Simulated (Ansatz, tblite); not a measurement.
# The cluster AgPd₂−: a ladder of methods and basis sets

An exercise on one series of results from a longer session: the logs are not shown, and one member is left open.

Program: Ansatz 0.2.0, Gaussian basis. Level of theory: as each input shows. These are calculated values, not measurements.

The runs, in order: GFN1-xTB, GFN2-xTB, PBE-D4/def2-TZVPD, r2SCAN-D4/def2-TZVPD, ωB97M-V/def2-TZVPD, ωB97X-V/def2-TZVPD, B3LYP-D4/def2-TZVPD, B2PLYP/def2-TZVPD, CAM-B3LYP-D4/def2-TZVPD, PBE-D4/def2-SVPD, PBE0-D4/def2-SVPD, CCSD(T)/def2-TZVPD, RPA/def2-TZVPD.

2 further runs of the same task are left out: 1 that didn't finish, 1 set aside as unsound or not needed.

### The geometry

The singlet was relaxed beforehand with r2SCAN-D4/def2-TZVPD. At that level it is the lowest of the isomers that a small search found.

3 atoms, charge -1, spin multiplicity 1.

Bond lengths: Pd1–Pd2 2.593 Å, Pd1–Ag3 2.601 Å, Pd2–Ag3 2.601 Å. Angles: Pd2–Pd1–Ag3 60.1°, Pd1–Pd2–Ag3 60.1°, Pd1–Ag3–Pd2 59.8°.

Ag, Pd take a core potential in the def2 sets. No spin-orbit coupling is included. The ion is computed in the gas phase, without counter-ions or solvent.

PBE0-D4/def2-TZVPD was run before; its log isn't repeated, and its numbers join the tables.

The first run:

Tight binding, by tblite at 300 K electronic temperature and without a spin-polarisation term:

```python
tblite.interface.Calculator('GFN1-xTB', numbers, positions, charge=-1, uhf=0).singlepoint()
```

Tight binding, by tblite at 300 K electronic temperature and without a spin-polarisation term:

```python
tblite.interface.Calculator('GFN2-xTB', numbers, positions, charge=-1, uhf=0).singlepoint()
```

start.molden holds the orbitals of an earlier run on this state, given as this run's starting guess.

Input file in.yaml:

```yaml
crystal:
  periodic: [false, false, false]
  atoms:
    - {symbol: Pd, position_ang: [0.720194, -0.000605, -1.314169]}
    - {symbol: Pd, position_ang: [-1.327768, 0.684320, 0.121000]}
    - {symbol: Ag, position_ang: [0.607564, -0.683715, 1.193169]}
basis:
  gaussian: {orbitals: def2-TZVPD, initial_orbitals: start.molden}
total_charge: -1
hamiltonian: {xc: pbe, dispersion: d4}
scf: {omitted_lower_state_checks: [starts]}
output: {orbitals: {seedname: orbitals}}
```

On the command line:

```
$ ansatz run in.yaml --threads 4 --pin off --events-out ev --progress --plain --max-ram 3916MiB
```

Among the steps run: PBE-D4/def2-TZVPD; r2SCAN-D4/def2-TZVPD; ωB97M-V/def2-TZVPD; ωB97X-V/def2-TZVPD; B3LYP-D4/def2-TZVPD; B2PLYP/def2-TZVPD; CAM-B3LYP-D4/def2-TZVPD; PBE-D4/def2-SVPD; PBE0-D4/def2-SVPD; CCSD(T)/def2-TZVPD; RPA/def2-TZVPD.

One of the session's tables, all rows but one given; the rest of the session is left out.

```
                  level  LUMO (eV)  gap (eV)
       PBE-D4/def2-SVPD       1.52      0.42
      PBE-D4/def2-TZVPD       1.52      0.42
   r2SCAN-D4/def2-TZVPD       1.70      0.61
    B3LYP-D4/def2-TZVPD       1.99      1.65
      PBE0-D4/def2-SVPD       2.27      2.03
     PBE0-D4/def2-TZVPD       2.28      2.04
CAM-B3LYP-D4/def2-TZVPD       2.97      3.94
     ωB97X-V/def2-TZVPD          ?         ?
     ωB97M-V/def2-TZVPD       3.60      5.49
```

**Question.** Estimate the row for ωB97X-V/def2-TZVPD.

The run gave: LUMO (eV): 3.84; gap (eV): 5.64. In the column «LUMO (eV)» it is the highest.
